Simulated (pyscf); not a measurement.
Four-centre exchange: `[OH][SiH]` [singlet] + `[H][H]` → `[OH][SiH]` [singlet] + `[H][H]`

Gas phase, singlet surface, charge 0. Bonds broken: O1–H3, H5–H6. Bonds formed: O1–H5, H3–H6. PySCF, gas phase, ωB97X-D3(BJ)/def2-SVP geometries.

Transition state (Å):

```xyz
6

O     -0.9104    -0.3053     0.2936
Si    -2.0618    -0.3960     1.5040
H     -0.3913    -0.4371    -0.8675
H     -3.1320    -1.1175     0.6654
H      0.2356     0.0602    -0.1428
H      0.5714    -0.0964    -1.1243
```

One imaginary mode, 2712i cm⁻¹; descent along it reached the two sides named.

```csv
bond,change,reactant side (Å),saddle,product side
O1–H3,breaks,0.965,1.279,2.423
H5–H6,breaks,0.762,1.049,3.8
O1–H5,forms,2.451,1.280,0.965
H3–H6,forms,3.7,1.053,0.762
```

Electronic energies relative to the separated reactants (kcal/mol):

```json
[
 {"level": "ωB97X-D3(BJ)/def2-TZVP", "barrier": "71.1", "reaction energy": "0.0", "reverse barrier": "71.1"},
 {"level": "PBE/def2-TZVP", "barrier": "60.5", "reaction energy": "0.0", "reverse barrier": "60.5"},
 {"level": "r²SCAN/def2-TZVP", "barrier": "65.5", "reaction energy": "0.0", "reverse barrier": "65.5"},
 {"level": "B3LYP-D3(BJ)/def2-TZVP", "barrier": "67.8", "reaction energy": "0.0", "reverse barrier": "67.8"},
 {"level": "PBE0-D3(BJ)/def2-TZVP", "barrier": "66.1", "reaction energy": "0.0", "reverse barrier": "66.1"},
 {"level": "M06-2X/def2-TZVP", "barrier": "72.0", "reaction energy": "0.0", "reverse barrier": "72.0"},
 {"level": "ωB97M-D3(BJ)/def2-TZVP", "barrier": "69.5", "reaction energy": "0.0", "reverse barrier": "69.5"},
 {"level": "HF/def2-TZVP", "barrier": "91.0", "reaction energy": "0.0", "reverse barrier": "91.0"}
]
```

With ωB97M-D3(BJ)/def2-TZVP energies and thermal terms (ideal gas, 1 atm, RRHO with modes under 100 cm⁻¹ raised to 100, one conformer, R ln 2 for chiral ones without a mode under 150 cm⁻¹), in kcal/mol:

```json
[
 {"T (K)": "298", "ΔH‡": "67.6", "ΔG‡": "75.2", "ΔH": "0.0", "ΔG": "0.0"},
 {"T (K)": "600", "ΔH‡": "66.9", "ΔG‡": "83.2", "ΔH": "0.0", "ΔG": "0.0"},
 {"T (K)": "900", "ΔH‡": "66.9", "ΔG‡": "91.3", "ΔH": "0.0", "ΔG": "0.0"},
 {"T (K)": "1200", "ΔH‡": "67.3", "ΔG‡": "99.4", "ΔH": "0.0", "ΔG": "0.0"}
]
```

The same reactants have a lower exit, to HO–SiH₃ (barrier +20.7 kcal/mol at ωB97M-D3(BJ)/def2-TZVP, against +69.5 kcal/mol here). This is the saddle that the search found; another between the same sides may lie lower.
